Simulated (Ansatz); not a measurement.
# Ethane (C2H6): small, medium and large basis sets

Aim: see how fast density functionals and correlated methods converge with the basis set for ethane (C2H6).

The runs use Ansatz 0.2.0, Gaussian basis; one geometry, several basis sets.

Plan: PBE0-D4/def2-SVP; ωB97M-V/def2-SVP; PBE0-D4/def2-QZVPP; ωB97M-V/def2-QZVPP; CCSD(T)/cc-pV(D+d)Z; CCSD(T)/cc-pV(T+d)Z; CCSD(T)/cc-pV(Q+d)Z; the functionals' def2-TZVPP values are taken from earlier runs.

**1. The relaxed structure**

All runs share one geometry, relaxed beforehand with PBE0-D4 in a triple-zeta def2 set.

SMILES `CC`, 8 atoms, charge 0, spin multiplicity 1.

Atoms are counted from 1 here; the program's logs count them from 0.

Bond lengths: C1–C2 1.519 Å, C1–H3 1.093 Å, C1–H4 1.093 Å, C1–H5 1.093 Å, C2–H6 1.093 Å, C2–H7 1.093 Å, C2–H8 1.093 Å. Angles: C2–C1–H3 111.4°, C2–C1–H4 111.4°, C2–C1–H5 111.4°, H3–C1–H4 107.5°, H3–C1–H5 107.5°, H4–C1–H5 107.5°, C1–C2–H6 111.4°, C1–C2–H7 111.4°, C1–C2–H8 111.4°, H6–C2–H7 107.5°, H6–C2–H8 107.5°, H7–C2–H8 107.5°.

Geometry (Å):

```xyz
8

C    -0.32677    0.13219   -0.67250
C     0.32677   -0.13219    0.67251
H     0.07046   -0.52958   -1.44588
H    -1.40705   -0.02570   -0.62896
H    -0.15863    1.16015   -1.00244
H    -0.07040    0.52964    1.44587
H     1.40706    0.02562    0.62894
H     0.15855   -1.16013    1.00249
```

**2. PBE0-D4 in def2-SVP**

in.yaml

```yaml
crystal:
  periodic: [false, false, false]
  atoms:
    - {symbol: C, position_ang: [-0.326768, 0.132190, -0.672504]}
    - {symbol: C, position_ang: [0.326766, -0.132188, 0.672507]}
    - {symbol: H, position_ang: [0.070462, -0.529575, -1.445884]}
    - {symbol: H, position_ang: [-1.407055, -0.025697, -0.628957]}
    - {symbol: H, position_ang: [-0.158626, 1.160154, -1.002444]}
    - {symbol: H, position_ang: [-0.070402, 0.529638, 1.445868]}
    - {symbol: H, position_ang: [1.407064, 0.025616, 0.628938]}
    - {symbol: H, position_ang: [0.158549, -1.160127, 1.002486]}
basis:
  gaussian: {orbitals: def2-SVP}
hamiltonian: {xc: pbe0, dispersion: d4}
output: {orbitals: {seedname: orbitals}}
```

Command:

```
$ ansatz run in.yaml --threads 2 --pin off --events-out ev --progress --plain --max-ram 32768MiB --backend cpu
```

The runs that follow: ωB97M-V in def2-SVP; PBE0-D4 in def2-QZVPP; ωB97M-V in def2-QZVPP; CCSD(T) in cc-pV(D+d)Z; CCSD(T) in cc-pV(T+d)Z; CCSD(T) in cc-pV(Q+d)Z.

Before running them: what should the planned runs give, taken together? Wanted: MP2 correlation recovered, cc-pV(D+d)Z; MP2 correlation recovered, cc-pV(T+d)Z; MP2 correlation recovered, cc-pV(Q+d)Z; CCSD(T) limit from def2 sets; PBE0-D4: double and triple zeta above quadruple; ωB97M-V: double and triple zeta above quadruple.

As calculated:

```
                                                                 quantity          value
                                   MP2 correlation recovered, cc-pV(D+d)Z         74.0 %
                                   MP2 correlation recovered, cc-pV(T+d)Z         90.7 %
                                   MP2 correlation recovered, cc-pV(Q+d)Z         96.1 %
CCSD(T) limit from def2 sets (earlier runs) less the limit of this series         -2 meV
                          PBE0-D4: double and triple zeta above quadruple  2.53, 0.13 eV
                          ωB97M-V: double and triple zeta above quadruple  2.74, 0.14 eV
```

**Reading.** PBE0-D4 gains 2.40 eV from double to triple zeta, then 0.13 eV more. Correlation climbs from 74 % (cc-pV(D+d)Z) to 96 % (cc-pV(Q+d)Z) of the limit; Hartree-Fock is 0.043 eV from its own by then. A limit from the def2 sets, made apart, differs by 2 meV, a least measure of the doubt on such a limit. Total energies overstate the basis error of differences, where much of it tends to cancel. The LUMO of ωB97M-V is positive and keeps falling with the basis (3.74 to 2.04 eV): an unbound level that the basis holds in place.
